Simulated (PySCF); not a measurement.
Several species in one continuum solvent.

All values: PBE0/pcSseg-1 (PySCF, non-relativistic), each on one gas-phase PBE0-D3(BJ)/def2-SVP geometry that isn't relaxed in the solvent. The solvent is an IEF-PCM continuum (van der Waals radii × 1.2). Only the electrostatic response of the medium enters.

Problem. Order them by E(solvent) − E(gas) in chloroform (ε = 4.711), most negative first (kJ/mol).
A. 1,3,5-triazine (`c1ncncn1`)
B. `[cH:1]1[cH:2][cH:3][c:4]([CH:5]2[CH2:6][CH2:7]2)[cH:8][cH:9]1` with C3–C4–C5–C6 -145°
C. `[cH:1]1[cH:2][c:3]([CH:4]2[CH2:5][CH2:6]2)[cH:7][cH:8][n:9]1` with C2–C3–C4–C5 -36°

Solution. A (-18.7), C (-17.7), B (-11.3).

| SMILES | charge | ΔE (kJ/mol) | polarisation term (kJ/mol) | HOMO shift (eV) | dipole gas (D) | dipole solvent (D) | atoms |
| --- | --- | --- | --- | --- | --- | --- | --- |
| c1ncncn1 | 0 | -18.7 | -19.8 | -0.03 | 0.00 | 0.00 | 9 |
| c1cc(C2CC2)ccn1 | 0 | -17.7 | -20.1 | -0.14 | 3.08 | 3.86 | 18 |
| c1ccc(C2CC2)cc1 | 0 | -11.3 | -12.2 | -0.03 | 0.55 | 0.70 | 19 |

The polarisation term is half the interaction of the solute with the induced surface charges.
